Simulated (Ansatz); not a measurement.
## [Br···H···CH2], triplet along the distance Br1-H2

Starting geometry:

```yaml
atoms:
  - { symbol: Br, position_ang: [-0.4478, 0.0000, 0.0000] }
  - { symbol: H, position_ang: [0.9728, 0.0000, 0.0000] }
  - { symbol: C, position_ang: [2.4212, 0.0000, 0.0000] }
  - { symbol: H, position_ang: [2.8357, 0.0000, 0.9962] }
  - { symbol: H, position_ang: [2.8357, 0.0000, -0.9962] }
```

From there H2 is moved from one fragment to the other while all else, the fragments' distance too, stays fixed; atoms are numbered as listed. Energies are in eV, counted from the starting geometry at the same level. Kohn–Sham curves are unrestricted where that lies lower.

Basis cc-pVDZ; Ansatz 0.2.0. Correlated methods freeze the noble-gas cores and the filled d shells of p-block atoms. Prefix R: restricted or restricted open-shell reference; prefix U: unrestricted. No spin–orbit coupling is included, and no scalar relativity.

In so small a basis the reference is far from its limit while semilocal and hybrid functionals are nearer theirs (RPA and double hybrids share much of the reference's basis error), so the functionals' errors here hold much of the reference's basis and frozen-core error, which can add to them or hide them.

Full CI isn't at hand for all of this; UCCSDT(Q) serves as the reference, and is uncertain by about the last step of the cluster series.

```
distance Br1-H2 (Å)  UCCSDT(Q)     PBE  r2SCAN    PBE0   B3LYP   BHLYP  wB97M-V  B2PLYP  RPA-PBE
              1.321      0.342   0.445   0.397   0.396   0.411   0.358    0.368   0.376    0.378
              1.421      0.000   0.000   0.000   0.000   0.000   0.000    0.000   0.000    0.000
              1.472     -0.118  -0.159  -0.140  -0.140  -0.149  -0.128   -0.130  -0.134   -0.139
              1.523     -0.221  -0.290  -0.256  -0.258  -0.277  -0.243   -0.243  -0.252   -0.263
              1.574     -0.322  -0.400  -0.359  -0.363  -0.393  -0.356   -0.350  -0.362   -0.380
              1.625     -0.421  -0.491  -0.447  -0.457  -0.496  -0.465   -0.452  -0.466   -0.490
              1.677     -0.511  -0.557  -0.517  -0.532  -0.582  -0.566   -0.542  -0.556   -0.585
              1.728     -0.572  -0.583  -0.551  -0.572  -0.632  -0.639   -0.602  -0.615   -0.647
              1.779     -0.583  -0.551  -0.531  -0.560  -0.628  -0.662   -0.612  -0.622   -0.655
```

(1) Judged by the spread of the error over the points with a reference (largest less smallest), which of these follows UCCSDT(Q) best and which worst?

## Answers

(1) Subtracting the UCCSDT(Q) column from each: best wB97M-V (errors from -0.032 to 0.026, spread 0.058 eV), worst PBE (from -0.078 to 0.103, spread 0.181 eV). Functionals and wave-function methods converge differently with the basis, so part of this is basis effect.
